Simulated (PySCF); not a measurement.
## Level sweep

Cyclopentadienone, C5H4O.
Atom-mapped SMILES: `[O:1]=[C:2]1[CH:3]=[CH:4][CH:5]=[CH:6]1` (hydrogens: H7 on C3; H8 on C4; H9 on C5; H10 on C6)

PySCF, dipoles from the SCF density, polarisabilities from static response with core orbitals frozen. Isolated species at its PBE0-D3(BJ)/def2-SVP geometry, gas phase.

Problem. Compare the levels for these properties.

Solution. 

```tsv
level	μ (D)	α (au)	anisotropy (au)
LDA/def2-SVPD	3.244	58.92	34.98
PBE/def2-SVPD	3.167	58.67	35.32
B3LYP/def2-SVPD	3.367	57.84	34.81
PBE0/def2-SVPD	3.344	57.18	34.21
BHandHLYP/def2-SVPD	3.583	56.61	34.18
CAM-B3LYP/def2-SVPD	3.451	57.09	34.33
wB97X-D/def2-SVPD	3.410	57.28	33.71
LC-wPBE/def2-SVPD	3.410	55.68	33.33
HF/def2-SVPD	3.906	56.11	34.11
PBE0/6-31G*	3.031	46.16	42.17
PBE0/def2-SVP	2.969	48.39	38.48
PBE0/6-31+G*	3.335	55.41	36.78
PBE0/aug-cc-pVDZ	3.310	58.66	34.32
PBE0/def2-TZVP	3.237	55.09	36.13
PBE0/def2-TZVPD	3.300	58.61	34.41
```

The anisotropy is √(½[(α1 − α2)² + (α2 − α3)² + (α3 − α1)²]). The dipole runs from 2.97 D (PBE0/def2-SVP) to 3.91 D (HF/def2-SVPD). No reference polarisability is at hand; against PBE0 in the largest diffuse basis at hand (def2-TZVPD) the other PBE0 rows deviate by 6-31G* -21%, def2-SVP -17%, 6-31+G* -5%, def2-SVPD -2%, aug-cc-pVDZ 0%, def2-TZVP -6%. In one basis (def2-SVPD) the functionals order the polarisability from LC-wPBE (lowest) to LDA (highest), a spread of 6%. With PBE0 the polarisability is 49.88 au without diffuse functions (mean of 6-31G*, def2-SVP and def2-TZVP) and 57.46 au with them (mean of 6-31+G*, def2-SVPD, aug-cc-pVDZ and def2-TZVPD).
